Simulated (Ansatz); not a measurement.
`C#CCOC=O` and `O=COCS` differ in one atom or group.

Ansatz, PBE0-D4/def2-TZVP geometries, multiplicity 1. Each molecule was computed in one conformer, which needn't be the lowest.

```
                             property  `C#CCOC=O`
  HOMO energy (B3LYP/def2-TZVPP) / eV       -7.94
    LUMO energy (PBE/def2-TZVPP) / eV       -1.29
 HOMO–LUMO gap (PBE0/def2-TZVPP) / eV        8.04
HOMO–LUMO gap (B3LYP/def2-TZVPP) / eV        7.51
   HOMO energy (PBE0/def2-TZVPP) / eV       -8.17
    HOMO energy (PBE/def2-TZVPP) / eV       -6.77
```

Problem. What does the change do to each property? (Best estimate.)

Solution. Ansatz gave: 
| property | `O=COCS` | shift |
| --- | --- | --- |
| HOMO energy (B3LYP/def2-TZVPP) / eV | -7.27 | 0.67 |
| LUMO energy (PBE/def2-TZVPP) / eV | -1.32 | -0.03 |
| HOMO–LUMO gap (PBE0/def2-TZVPP) / eV | 7.35 | -0.69 |
| HOMO–LUMO gap (B3LYP/def2-TZVPP) / eV | 6.80 | -0.71 |
| HOMO energy (PBE0/def2-TZVPP) / eV | -7.51 | 0.66 |
| HOMO energy (PBE/def2-TZVPP) / eV | -6.22 | 0.55 |

B3LYP here is the variant with VWN-RPA as its local correlation; programs differ in this.
